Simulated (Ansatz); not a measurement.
# One shape, several levels: BH2ClO (SMILES OBCl)

Aim: a comparison of 6 runs (BHLYP/STO-3G, BLYP/STO-3G, HSE06/STO-3G, PBE/STO-3G, CCSDT(Q)/STO-3G, CCSDTQ/STO-3G) of BH2ClO. 

Program for the calculation: Ansatz 0.2.0.

65 further runs of the same task are left out: 4 that didn't finish, 61 set aside as unsound or not needed.

## Step 1: The structure to begin with

BH2ClO has 5 atoms, charge 0, and is taken as a singlet. As SMILES, `OBCl`. The Cl3–B2 distance was set to 2.649 Å, away from the relaxed value. At this shape a bond of the SMILES string is far longer than usual.

Bond lengths: O1–B2 1.340 Å, O1–H4 0.963 Å, B2–H5 1.189 Å. Angles: O1–B2–H5 119.8°, B2–O1–H4 113.9°. A long bond or contact: B2–Cl3 2.649 Å.

## Step 2: The energy at BHLYP/STO-3G (run 1)

molecule.yaml reads:

```yaml
crystal:
  periodic: [false, false, false]
  atoms:
    - {symbol: O, position_ang: [-1.068105, -1.435218, 0.263706]}
    - {symbol: B, position_ang: [0.174195, -0.953818, 0.404506]}
    - {symbol: Cl, position_ang: [0.788600, 1.496000, -0.395300]}
    - {symbol: H, position_ang: [-1.682505, -0.815418, -0.143094]}
    - {symbol: H, position_ang: [1.018495, -1.631718, 0.895206]}
basis:
  gaussian: {orbitals: STO-3G}
hamiltonian: {xc: {name: BHLYP}}
accuracy: high
```

Started as:

```bash
ansatz run molecule.yaml --threads 1 --pin off --max-ram 2610MiB --events-out events.jsonl --progress --plain --runs-dir runs
```

The program printed:

```text
Warning: RAYON_NUM_THREADS=1 ignored (pool sized by the plan → 1); use --threads N
Functional definition: BHLYP
  name "BHLYP"
  parameter a = 0.5
  exchange = (1 - a)*b88_x + a*exact_x
  correlation = lyp_c
355 factors; integrals over basis functions are off by at most 3.1e-8 eV
mean field evaluation 1: about -15100.3176 eV, gradient 1.9e1 eV
mean field evaluation 2: about -15097.6477 eV, gradient 3.5e1 eV
mean field evaluation 4: about -15103.3599 eV, gradient 1.8e0 eV
mean field evaluation 8: about -15103.3653 eV, gradient 3.9e-2 eV
mean field evaluation 16: about -15103.3653 eV, gradient 9.0e-7 eV
mean field -15103.36528550 eV, -555.0384368133 hartree, gradient 2.6e-8 eV, S^2 0.000000; 0 other end points of the search recorded, 0 dependent functions left out
reference -15103.36530467 eV, -555.0384375180 hartree; 16, 16 occupied and 5, 5 virtual orbitals, 355 factors
Total energy: -15103.36530467 eV, -555.0384375180 hartree
```

Run time: 0.98 s. Hardware: 1 thread of Arm Neoverse V1, shared host; peak memory 0.095 GiB.

## Step 3: A single-point energy at BLYP/STO-3G (run 2)

input.yaml reads:

```yaml
crystal:
  periodic: [false, false, false]
  atoms:
    - symbol: O
      position_ang: [-1.068105, -1.435218, 0.263706]
    - symbol: B
      position_ang: [0.174195, -0.953818, 0.404506]
    - symbol: Cl
      position_ang: [0.788600, 1.496000, -0.395300]
    - symbol: H
      position_ang: [-1.682505, -0.815418, -0.143094]
    - symbol: H
      position_ang: [1.018495, -1.631718, 0.895206]
basis:
  gaussian:
    orbitals: STO-3G
hamiltonian:
  xc: {name: BLYP}
accuracy: high
```

Started as:

```bash
ansatz run input.yaml --threads 1 --pin off --max-ram 2610MiB --events-out events.jsonl --progress --plain --runs-dir runs
```

The program printed:

```text
Warning: RAYON_NUM_THREADS=1 ignored (pool sized by the plan → 1); use --threads N
Functional definition: BLYP
  name "BLYP"
  parameter beta = 0.0042
  parameter a = 0.04918
  parameter b = 0.132
  parameter c = 0.2533
  parameter d = 0.349
  exchange = b88_x(beta = beta)
  correlation = lyp_c(a = a, b = b, c = c, d = d)
355 factors; integrals over basis functions are off by at most 3.1e-8 eV
mean field evaluation 1: about -15099.1839 eV, gradient 1.7e1 eV
mean field evaluation 2: about -15006.1325 eV, gradient 8.3e1 eV
mean field evaluation 4: about -15101.8084 eV, gradient 7.5e0 eV
mean field evaluation 8: about -15102.1068 eV, gradient 1.2e0 eV
mean field evaluation 16: about -15102.0520 eV, gradient 2.2e-5 eV
mean field -15102.05198664 eV, -554.9901739706 hartree, gradient 2.2e-8 eV, S^2 0.000000; 0 other end points of the search recorded, 0 dependent functions left out
reference -15102.05202482 eV, -554.9901753738 hartree; 16, 16 occupied and 5, 5 virtual orbitals, 355 factors
Total energy: -15102.05202482 eV, -554.9901753738 hartree
```

It took 1.1 s on 1 thread of Arm Neoverse V1, shared host; peak memory 0.095 GiB.

Runs 3 to 4 aren't shown in full; the table further down has their settings and results.

## Step 4: A single-point energy at CCSDT(Q)/STO-3G (run 5)

input.yaml reads:

```yaml
basis:
  gaussian:
    orbitals: STO-3G
crystal:
  periodic: [false, false, false]
  atoms:
    - {symbol: O, position_ang: [-1.068105, -1.435218, 0.263706]}
    - {symbol: B, position_ang: [0.174195, -0.953818, 0.404506]}
    - {symbol: Cl, position_ang: [0.788600, 1.496000, -0.395300]}
    - {symbol: H, position_ang: [-1.682505, -0.815418, -0.143094]}
    - {symbol: H, position_ang: [1.018495, -1.631718, 0.895206]}
correlation:
  method: ccsdt_q
  frozen_orbitals: {B: 1, Cl: 5, H: 0, O: 1}
accuracy: high
scf:
  omitted_lower_state_checks: [cluster_reference, increment]
```

Started as:

```bash
ansatz run input.yaml --threads 1 --pin off --max-ram 2610MiB --events-out events.jsonl --progress --plain --runs-dir runs
```

The program printed (excerpt; [...] marks lines left out):

```text
Warning: RAYON_NUM_THREADS=1 ignored (pool sized by the plan → 1); use --threads N
Functional definition: HF
  name "HF"
[...]
355 factors; integrals over basis functions are off by at most 3.1e-8 eV
[...]
mean field -15072.46930099 eV, -553.9030303247 hartree, gradient 1.5e-8 eV, S^2 0.000000; 0 other end points of the search recorded, 0 dependent functions left out; unrestricted orbitals would lower it
7 core orbitals not correlated: weight in the atoms' cores, before any rotation towards them, 1.000 or more for the frozen orbitals, at most 0.000 for the correlated occupied ones
reference -15072.46930099 eV, -553.9030303247 hartree; 9, 9 occupied and 5, 5 virtual orbitals, 355 factors
second order -2.90338814 eV of doubles, -0.00000000 eV of singles
cycle   1  -3.16141212 eV  change   -2.6e-1 eV  update   1.3e-1
[...]
cycle  33  -3.83478228 eV  change  -3.2e-10 eV  update   2.1e-9
perturbative correction 0.00969091 eV, 0.0003561343 hartree
Total energy: -15076.29439236 eV, -554.0435998397 hartree
Checks for a lower state left out: cluster_reference, increment
```

It took 0.5 s on 1 thread of Arm Neoverse V1, shared host.

## Step 5: A single-point energy at CCSDTQ/STO-3G (run 6)

in.yaml reads:

```yaml
crystal:
  periodic: [false, false, false]
  atoms:
    - symbol: O
      position_ang: [-1.068105, -1.435218, 0.263706]
    - symbol: B
      position_ang: [0.174195, -0.953818, 0.404506]
    - symbol: Cl
      position_ang: [0.788600, 1.496000, -0.395300]
    - symbol: H
      position_ang: [-1.682505, -0.815418, -0.143094]
    - symbol: H
      position_ang: [1.018495, -1.631718, 0.895206]
basis:
  gaussian:
    orbitals: STO-3G
accuracy: high
correlation:
  method: ccsdtq
  frozen_orbitals: {B: 1, Cl: 5, H: 0, O: 1}
scf:
  omitted_lower_state_checks: [cluster_reference, increment]
```

Started as:

```bash
ansatz run in.yaml --threads 1 --pin off --max-ram 2610MiB --events-out events.jsonl --progress --plain --runs-dir runs
```

The program printed (excerpt; [...] marks lines left out):

```text
Warning: RAYON_NUM_THREADS=1 ignored (pool sized by the plan → 1); use --threads N
[... 2 set-up lines as earlier in the session ...]
[...]
355 factors; integrals over basis functions are off by at most 3.1e-8 eV
[...]
mean field -15072.46930099 eV, -553.9030303247 hartree, gradient 1.5e-8 eV, S^2 0.000000; 0 other end points of the search recorded, 0 dependent functions left out; unrestricted orbitals would lower it
7 core orbitals not correlated: weight in the atoms' cores, before any rotation towards them, 1.000 or more for the frozen orbitals, at most 0.000 for the correlated occupied ones
reference -15072.46930099 eV, -553.9030303247 hartree; 9, 9 occupied and 5, 5 virtual orbitals, 355 factors
second order -2.90338814 eV of doubles, -0.00000000 eV of singles
cycle   1  -3.16141144 eV  change   -2.6e-1 eV  update   1.3e-1
[...]
cycle  34  -3.82564432 eV  change   2.0e-10 eV  update  7.8e-10
Total energy: -15076.29494531 eV, -554.0436201603 hartree
Checks for a lower state left out: cluster_reference, increment
```

It took 11 s on 1 thread of Arm Neoverse V1, shared host; peak memory 0.15 GiB.

## Step 6: Overview of the runs

| run | level | frozen core orbitals | energy (Eh) | wall time |
| --- | --- | --- | --- | --- |
| 1 | BHLYP/STO-3G | – | -555.038438 | 0.98 s |
| 2 | BLYP/STO-3G | – | -554.990175 | 1.1 s |
| 3 | HSE06/STO-3G | – | -554.819250 | 1.4 s |
| 4 | PBE/STO-3G | – | -554.754104 | 1.1 s |
| 5 | CCSDT(Q)/STO-3G | 7 | -554.043600 | 0.5 s |
| 6 | CCSDTQ/STO-3G | 7 | -554.043620 | 11 s |

## Step 7: Outcome

| quantity | value |
| --- | --- |
| run 6: total energy | -554.04362 Eh |
| run 6: correlation energy (7 core orbitals frozen) | -140.6 mEh |
| run 6: T1 diagnostic | 0.027 |

**Reading.** Totals of different functionals can't be ranked against each other. In runs 5, 6 the log says that unrestricted orbitals would lower the reference, so the values rest on an unstable closed-shell determinant (other closed-shell runs at this shape may share the fault). In runs 1, 2, 3, 4, 5, 6 the basis is minimal, so the values are rough. All runs together took 16 s, the longest 11 s.
